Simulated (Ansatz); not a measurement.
# Au, pressure series

Take Au in the fcc (Cu type) structure (space group Fm-3m, No. 225; a = 4.0834 Å) as the base.

Cell and atoms are relaxed at each pressure.

Level of theory: PBEsol (Ansatz, a program for electronic structure, PAW, no spin-orbit coupling).

| pressure (GPa) | volume per atom (Å³/atom) |
|---|---|
| -2 | 17.225 |
| -1 | 17.122 |
| 0 | 17.022 |
| 2.1 | 16.825 |
| 4.5 | ? |
| 9 | 16.267 |
| 15 | 15.864 |
| 22.5 | 15.436 |
| 30 | 15.071 |

Task: Fit the third-order Birch–Murnaghan form P(V) = (3B₀/2)[(V₀/V)^(7/3) − (V₀/V)^(5/3)]·[1 + (3/4)(B₀′ − 4)((V₀/V)^(2/3) − 1)] (squares taken in P) to the rows shown and predict the withheld row.

Result: Least squares on the printed values gives V₀ = 17.022 Å³/atom, B₀ = 174 GPa, B₀′ = 5.7; this predicts 16.616 Å³/atom, and the run gives 16.617 Å³/atom, in agreement.

Measured bulk modulus of Au: 182 GPa (static lattice; corrected from measurement; as listed in Daniel Mejia-Rodriguez, S. B. Trickey, Phys. Rev. B (2018)); the computed value is 4 % below it.

Load acts through the strain it causes; cell and atoms are relaxed under it. No phonon test of stability was made. No other phases were tried under pressure.
